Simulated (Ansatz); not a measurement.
The same path of CH₄NSi (7 atoms, charge 0, multiplicity 2) was run twice with different band settings. Lost on the way: N1–H4. Made: C2–H4.

Theory: Ansatz 0.2.0, UKS PBE0/6-31G*.

Relaxed end points:

```xyz
7
Properties=species:S:1:pos:R:3
N -1.010 0.434 -0.385
C 0.153 0.117 0.199
Si 1.130 -1.400 -0.274
H -1.388 -0.160 -1.112
H -1.550 1.251 -0.139
H 0.441 0.842 0.962
H 2.224 -1.084 0.748
```

```xyz
7
Properties=species:S:1:pos:R:3
N -1.131 0.736 -0.752
C -0.276 0.021 0.100
Si 1.345 -0.654 -0.742
H -0.687 -0.997 0.295
H -0.983 1.735 -0.573
H -0.034 0.456 1.085
H 1.766 -1.298 0.587
```

Common settings: spring 5.0 eV/Å²; optimiser quadratic models (default); start path through a guess of the saddle point; force threshold 0.05 eV/Å; end points relaxed.

| run | movable images | climbing image | iteration limit |
| --- | --- | --- | --- |
| 1 | 7 | yes | 55 |
| 2 | 2 | no | 60 |

(1) What does each run give, and how far can it be trusted?

Answers

(1) Run 1: converged after 11 iterations, highest image 2.662 eV above the first end. A vibrational analysis at the climbing image gives one clearly imaginary mode, 1757i cm⁻¹: a first-order saddle point.
Run 2: converged after 17 iterations, highest image 1.358 eV above the first end. Neighbouring images differ by up to 1.2 eV, so the band resolves the path poorly. No image climbed, so the highest image needn't sit at the top of the path. A band with more images between the same ends climbed to 2.66 eV, so this one has probably stepped over the top. So few images can step over the top or miss a turn of the path.
